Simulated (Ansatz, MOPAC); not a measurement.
System: BCl₃, charge 0, multiplicity 1. SMILES: B(Cl)(Cl)Cl
Geometry from a B3LYP-D3(BJ)/def2-TZVP (Ansatz, a quantum-chemistry and plane-wave program) optimisation:
```xyz
4

B      0.0000     0.0000     0.0000
Cl     0.0051     1.7450    -0.0247
Cl     1.5085    -0.8773    -0.0189
Cl    -1.5136    -0.8677     0.0437
```

Wanted: vertical ionisation energy to the doublet, in eV. Conventions: dispersion terms only where a functional's name holds one; open shells spin-unrestricted; 6-31G* and kin with 6d, 5d where marked; each state is the SCF solution reached for its charge and spin; non-relativistic; spin-orbit terms left out. First-principles rows: single points at B3LYP-D3(BJ) geometries (Ansatz). Semi-empirical rows: differences of heats of formation at the shared geometry for vertical values.

```tsv
species	coefficient	E at B3LYP/6-31G* (Ansatz), Eh	E at wB97M-V/def2-TZVPD (Ansatz), Eh	heat of formation at AM1 (MOPAC), kcal/mol
charge 1, doublet	+1	-1405.14964	-1405.12246	188.91
charge 0, singlet	-1	-1405.56255	-1405.55163	-95.69
```

 1 Eh = 27.2114 eV and 1 eV = 23.0605 kcal/mol.

**Question.** Compute it at each level from the table.

**Answer.** 
- B3LYP/6-31G*: the sum of coefficient times E is 0.41291 Eh, or 11.236 eV. Result: 11.24 eV.
- wB97M-V/def2-TZVPD: the sum of coefficient times E is 0.42917 Eh, or 11.678 eV. Result: 11.68 eV.
- AM1: the sum of coefficient times heat of formation is 284.60 kcal/mol, or 12.34 eV.
